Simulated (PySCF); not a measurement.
# Which determinant of SiCl lies lowest?

Unrestricted PBE0; PySCF, no relativity, basis sets Si def2-SVPD, Cl def2-SVPD. Outer shells of the fragments: Si 3s2 3p2; Cl 3s2 3p5.

Followed along the bond (rough minima from three points):

```csv
2Ms+1,unpaired,⟨S²⟩ at the start,R at minimum (Å),Te (eV)
2,π ↑,0.76,2.11,0.00
4,"σ ↑, π ↑↑",3.75,2.10,2.95
```

Solutions found at the starting distance of 2.085 Å, counted from the lowest of them; the search is not exhaustive and high or unbound solutions are not listed, so other states can lie among these:

```json
{"2Ms+1": "2", "unpaired": "π ↑", "term": "²Π", "E (eV)": "0.00", "⟨S²⟩": "0.76", "⟨Lz²⟩": "1.01", "μ (D)": "-0.95"}
{"2Ms+1": "4", "unpaired": "σ ↑, π ↑↑", "term": "⁴Σ⁻", "E (eV)": "2.94", "⟨S²⟩": "3.75", "⟨Lz²⟩": "0.00", "μ (D)": "-0.93"}
{"2Ms+1": "2", "unpaired": "σ ↑", "term": "²Σ⁺", "E (eV)": "3.15", "⟨S²⟩": "0.75", "⟨Lz²⟩": "0.00", "μ (D)": "-0.21"}
{"2Ms+1": "2", "unpaired": "σ ↑, π ↑↓", "term": "mixed", "E (eV)": "4.00", "⟨S²⟩": "1.76", "⟨Lz²⟩": "2.02", "μ (D)": "-0.48"}
{"2Ms+1": "2", "unpaired": "σ ↓, π ↑↑", "term": "mixed", "E (eV)": "4.31", "⟨S²⟩": "1.77", "⟨Lz²⟩": "0.00", "μ (D)": "-0.11"}
{"2Ms+1": "4", "unpaired": "π ↑↑↑", "term": "⁴Π", "E (eV)": "5.34", "⟨S²⟩": "3.77", "⟨Lz²⟩": "1.01", "μ (D)": "3.43"}
```

A term symbol is given only where ⟨S²⟩ and ⟨Lz²⟩ are close to those of a pure state; real π, δ and φ orbitals otherwise mix terms. A positive dipole means Si(−)Cl(+).

Counting both spins, an empty level lies below a filled one in some of these solutions, because spin and occupation are held.
